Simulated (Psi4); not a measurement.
# C2H3Cl2F (1,1-dichloro-1-fluoroethane) at wB97X/6-31G(d) (spherical functions)

Aim: the energy change on altering one bond length of C2H3Cl2F (1,1-dichloro-1-fluoroethane) at wB97X/6-31G* (spherical functions), from 2 runs. 

Program for the calculation: Psi4 1.11.

2 further runs of the same task are left out: 2 set aside as unsound or not needed.

## 1. The structure to begin with

C2H3Cl2F has 8 atoms, charge 0, and is taken as a singlet. SMILES: `CC(F)(Cl)Cl`. The coordinates come from a PBE0-D4/def2-TZVP relaxation.

Bond lengths: C1–C2 1.502 Å, C2–F3 1.348 Å, C2–Cl4 1.776 Å, C2–Cl5 1.776 Å, C1–H6 1.091 Å, C1–H7 1.091 Å, C1–H8 1.088 Å. Some angles: C1–C2–F3 110.1°, C1–C2–Cl4 111.1°, C1–C2–Cl5 111.1°, F3–C2–Cl4 107.6°, F3–C2–Cl5 107.6°, Cl4–C2–Cl5 109.3°, C2–C1–H6 108.9°, C2–C1–H7 108.9°, C2–C1–H8 110.1°, H6–C1–H7 109.8°.

## 2. A single-point energy at wB97X/6-31G(d) (spherical functions)

Contents of calc.in:

```
memory 1600 mb

molecule mol {
  0 1
  C
  C 1 1.501941
  F 2 1.348199 1 110.13502
  Cl 2 1.776496 3 107.59323 1 -121.18366
  Cl 2 1.776439 3 107.59345 1 121.18253
  H 1 1.090507 2 108.85966 3 59.80096
  H 1 1.090511 6 109.75259 2 119.05489
  H 1 1.087994 6 109.60248 7 120.41117
  symmetry c1
  no_reorient
  no_com
}

set globals {
  reference rks
  puream true
  e_convergence 1e-09
  d_convergence 1e-08
  scf_type pk
  dft_radial_points 99
  dft_spherical_points 590
}

e_tot, wfn = energy("wb97x/6-31G*", return_wfn=True)
```

Command:

```
$ psi4 calc.in calc.out -n 1
```

calc.out:

```text
[...]
  Running in c1 symmetry.
[...]
  Nuclear repulsion =  300.005223806169909
[...]
  Multiplicity = 1
[...]
  Nalpha       = 29
  Nbeta        = 29
[...]
    Number of basis functions: 84
[...]
   @RKS iter   1: -1098.05126933141491   -1.87372e-01   5.90665e-03 DIIS/ADIIS
[...]
   @RKS iter  12: -1098.16807684154742    1.13687e-12   3.53286e-09 DIIS
[...]
    Orbital Energies [Eh]
    ---------------------
    Doubly Occupied:
       1A   -101.507842     2A   -101.507824     3A    -24.784649
       4A    -10.479648     5A    -10.291508     6A     -9.561123
       7A     -9.561074     8A     -7.323783     9A     -7.323765
      10A     -7.312741    11A     -7.312731    12A     -7.312585
      13A     -7.312580    14A     -1.378577    15A     -1.046439
      16A     -0.967631    17A     -0.897672    18A     -0.752794
      19A     -0.648446    20A     -0.639531    21A     -0.626659
      22A     -0.548423    23A     -0.538962    24A     -0.504723
      25A     -0.488747    26A     -0.452382    27A     -0.433573
      28A     -0.429266    29A     -0.414230
[...]
  @RKS Final Energy: -1098.16807684154742
   => Energetics <=
    Nuclear Repulsion Energy =            300.0052238061699086
    One-Electron Energy =               -2111.6082003336323396
    Two-Electron Energy =                 772.4897067855777095
    DFT Exchange-Correlation Energy =     -59.0548070996626464
    Empirical Dispersion Energy =           0.0000000000000000
    VV10 Nonlocal Energy =                  0.0000000000000000
    Total Energy =                      -1098.1680768415474176
[...]
 Multipole Moments:
 ------------------------------------------------------------------------------------
     Multipole            Electronic (a.u.)      Nuclear  (a.u.)        Total (a.u.)
 ------------------------------------------------------------------------------------
 L = 1.  Multiply by 2.5417464519 to convert [e a0] to [Debye]
 Dipole X            :         -0.0000606           -0.0000037           -0.0000643
 Dipole Y            :          0.2717480           -0.3077168           -0.0359689
 Dipole Z            :          6.0278204           -6.8527583           -0.8249379
 Magnitude           :                                                    0.8257217
[...]
```

Wall time 11 s (1 thread of AMD EPYC 9R45 (Zen 5), shared host); peak memory 0.81 GiB.

## 3. The distorted shape: energy and gradient at wB97X/6-31G(d) (spherical functions)

Contents of job.inp:

```
memory 1600 mb

molecule {
  0 1
  C      0.875116    -2.376610     0.480337
  C      1.208016    -1.479410    -0.677263
  F      2.532216    -1.227510    -0.703363
  Cl     0.776216    -2.243410    -2.221863
  Cl    -0.641100     1.950200    -0.373000
  H      1.172016    -1.882510     1.406037
  H      1.423516    -3.312710     0.369937
  H     -0.193484    -2.580010     0.501637
  units angstrom
  symmetry c1
  no_reorient
  no_com
}

set basis 6-31G*
set puream true
set e_convergence 1e-09
set d_convergence 1e-08
set scf_type pk
set dft_radial_points 99
set dft_spherical_points 590

e_tot, wfn = gradient("wb97x", return_wfn=True)
oeprop(wfn, "LOWDIN_CHARGES", "MAYER_INDICES", "QUADRUPOLE", title="WB97X")
```

Command:

```
$ psi4 job.inp job.out -n 1
```

job.out:

```text
[...]
  Running in c1 symmetry.
[...]
  Nuclear repulsion =  236.998639948474562
[...]
  Multiplicity = 1
[...]
  Nalpha       = 29
  Nbeta        = 29
[...]
    Number of basis functions: 84
[...]
   @RKS iter   1: -1097.73051779065190   -4.90767e-01   7.10582e-03 DIIS/ADIIS
[...]
   @RKS iter  18: -1097.98355844357593   -1.00044e-11   8.89195e-09 DIIS
[...]
  @RKS Final Energy: -1097.98355844357593
   => Energetics <=
    Nuclear Repulsion Energy =            236.9986399484745618
    One-Electron Energy =               -1984.7830596496769431
    Two-Electron Energy =                 708.6784322928378970
    DFT Exchange-Correlation Energy =     -58.8775710352114245
    Empirical Dispersion Energy =           0.0000000000000000
    VV10 Nonlocal Energy =                  0.0000000000000000
    Total Energy =                      -1097.9835584435759301
[...]
  -Total Gradient:
     Atom            X                  Y                   Z
    ------   -----------------  -----------------  -----------------
       1        0.018830203218    -0.029227551736    -0.012374657153
       2       -0.049000044405     0.057363052591     0.033909962309
       3        0.040691602726    -0.018892187566    -0.002615112250
       4        0.003303470065    -0.032208382885    -0.020690998402
       5       -0.011210598149     0.021164097416     0.001497726934
       6       -0.000145856101     0.000855333982    -0.002973876726
       7       -0.004508723102     0.000213666011     0.004497030871
       8        0.002053303026     0.000745859589    -0.001248575652
[...]
 Multipole Moments:
 ------------------------------------------------------------------------------------
     Multipole            Electronic (a.u.)      Nuclear  (a.u.)        Total (a.u.)
 ------------------------------------------------------------------------------------
 L = 1.  Multiply by 2.5417464519 to convert [e a0] to [Debye]
 Dipole X            :        -74.2510423           75.5659072            1.3148649
 Dipole Y            :         85.2027822          -88.7103773           -3.5075951
 Dipole Z            :         93.4790194          -93.2520940            0.2269254
 Magnitude           :                                                    3.7528107
 L = 2.  Multiply by 1.3450342976 to convert [e a0^2] to [Debye ang]
 Quadrupole XX       :       -358.5322418          327.5635940          -30.9686478
 Quadrupole XY       :        385.7414467         -387.3085160           -1.5670692
[...]
```

It took 16 s on 1 thread of AMD EPYC 9R45 (Zen 5), shared host; peak memory 1.1 GiB.

## 4. Results

At wB97X/6-31G* (spherical functions):

| quantity | value |
| --- | --- |
| first shape: total energy | -1098.16808 Eh |
| first shape: dipole moment | 2.10 D |
| first shape: HOMO energy | -11.27 eV |
| first shape: LUMO energy | 2.23 eV |
| first shape: HOMO–LUMO gap | 13.50 eV |
| distorted shape: total energy | -1097.98356 Eh |
| distorted shape: dipole moment | 9.54 D |
| distorted shape: HOMO energy | -8.75 eV |
| distorted shape: LUMO energy | -4.35 eV |
| distorted shape: HOMO–LUMO gap | 4.40 eV |
| distorted shape: largest force on an atom | 4.253 eV/Å |
| energy change with the C2–Cl5 bond stretched from 1.776 to 3.908 Å | 5.021 eV |

**Reading.** With the C2–Cl5 bond stretched from 1.776 to 3.908 Å the energy rises by 5.02 eV (116 kcal/mol). The first shape isn't relaxed at this level, so the change isn't measured from a minimum. A restricted reference can't describe the breaking bond well at this length.
